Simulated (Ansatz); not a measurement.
System: corundum (α-Al2O3). Method: HSE06 in Ansatz (plane waves, PAW).

Output (set-up and result lines):

```
WARN output.stress: scf.convergence.dr2_threshold = 1e-7 eV (the SCF's general default) is looser than the 1e-9 eV advised for a printed stress (1e-10 eV for …
WARN output.stress: scf.exx.energy_threshold = 1e-6 eV is looser than the 1e-7 eV advised for a stress under a hybrid functional (1e-8 eV for each atom of the …
Crystal: 10 atoms, lattice volume = 84.962 Å³
Basis set: ecut = 500 eV, 2169 PW (Γ), exchange–correlation on 80×80×80 points (8 copies of the dense FFT grid, shifted against one another)
Bands: 34, of which v1, the nominal top of the filled ones, is band 24 counted from 1 (23 counted from 0)
Symmetry: 12 space group operations
Space group: R-3c (ITA 167), of the structure as read, at distance tolerance 4.4e-5 Å
k-points: 32 of 216
SCF iter   1: F=—  HF=-5569.583495 eV  |F-HF|=—  |Δ(HF+E_count)|=         —  Δρ=1.95e-3  dr2=9.53e-4
SCF iter   2: F=-5569.585608 eV  HF=-5569.585027 eV  |F-HF|=5.82e-4  |Δ(HF+E_count)|=   1.53e-3  Δρ=9.75e-4  dr2=1.48e-4
Crystal: 10 atoms, lattice volume = 84.962 Å³
Initial density: handed on by an earlier stage of this run
  ...
Crystal: 10 atoms, lattice volume = 84.962 Å³
SCF iter   3: F=—  HF=-5571.015471 eV  |F-HF|=—  |Δ(HF+E_count)|=   9.40e-9  Δρ=4.63e-6  dr2=5.67e-9
SCF iter   4: F=-5571.015471 eV  HF=-5571.015471 eV  |F-HF|=8.47e-10  |Δ(HF+E_count)|=   2.55e-8  Δρ=1.69e-6  dr2=9.66e-10
SCF 3 converged in 4 iterations: F = -5571.015471 eV  dr2 = 9.66e-10
Free energy (F): -5571.015471 eV
Internal energy: -5571.015471 eV  (E = F + TS)
E sigma→0 (E₀):  -5571.015471 eV
Fermi energy:    10.520790 eV
--- Forces (eV/Å), atoms counted from 1 ---
  atom   1  Al    -0.01298952    -0.00000000    -0.00412213
  atom   2  Al    -0.01298952     0.00000000    -0.00412213
  atom   3  Al     0.01298952     0.00000000     0.00412213
  atom   4  Al     0.01298952    -0.00000000     0.00412213
  atom   5  O     -0.00000000    -0.02348303     0.00000000
  atom   6  O     -0.00615145     0.01174152     0.01938425
  atom   7  O      0.00000000     0.02348303    -0.00000000
  atom   8  O     -0.00615145    -0.01174152     0.01938425
  atom   9  O      0.00615145    -0.01174152    -0.01938425
  atom  10  O      0.00615145     0.01174152    -0.01938425
--- Stress (GPa, compression-positive) ---
       -1.005312       0.000000       0.007936
        0.000000      -1.030319       0.000000
        0.007936       0.000000      -1.027801
  P = ⅓ Tr σ = -1.0211 GPa (-10.211 kbar)
```

Question: Write an input file that could have produced this run (the log leaves some choices open).

Answer: One answer among several that fit: 
Ansatz 0.2 input:
```yaml
crystal:
  lattice:
    - [4.5445498367, -2.3794413231, 0.0008936493]
    - [4.5445498367, 2.3794413231, 0.0008936493]
    - [3.2979463891, 0.0, 3.929150626]
  atoms:
    - { symbol: Al, position: [0.8518927629, 0.8518927629, 0.8518927629] }
    - { symbol: Al, position: [0.3518927629, 0.3518927629, 0.3518927629] }
    - { symbol: Al, position: [0.1481072371, 0.1481072371, 0.1481072371] }
    - { symbol: Al, position: [0.6481072371, 0.6481072371, 0.6481072371] }
    - { symbol: O, position: [0.4436521493, 0.0563478507, 0.75] }
    - { symbol: O, position: [0.0563478507, 0.75, 0.4436521493] }
    - { symbol: O, position: [0.5563478507, 0.9436521493, 0.25] }
    - { symbol: O, position: [0.25, 0.5563478507, 0.9436521493] }
    - { symbol: O, position: [0.9436521493, 0.25, 0.5563478507] }
    - { symbol: O, position: [0.75, 0.4436521493, 0.0563478507] }
kpoints:
  mp_grid: { grid: [6, 6, 6] }
hamiltonian:
  xc: hse06
  pseudopotentials: { kind: paw }
  dispersion: none
scf:
  occupations: { method: gaussian, width: 0.02 }
output:
  forces: true
  stress: true
  eigenvalues: true
basis:
  ecutwfc: 500
  ecutrho_ratio: 4
  xc_grid: 2
magnetization:
  spin_polarized: false
```

The PAW data were made under PBE.

Note: cell and atoms aren't relaxed at this level (largest force component 0.02 eV/Å, pressure -1.0 GPa).

Ansatz is an electronic-structure program.
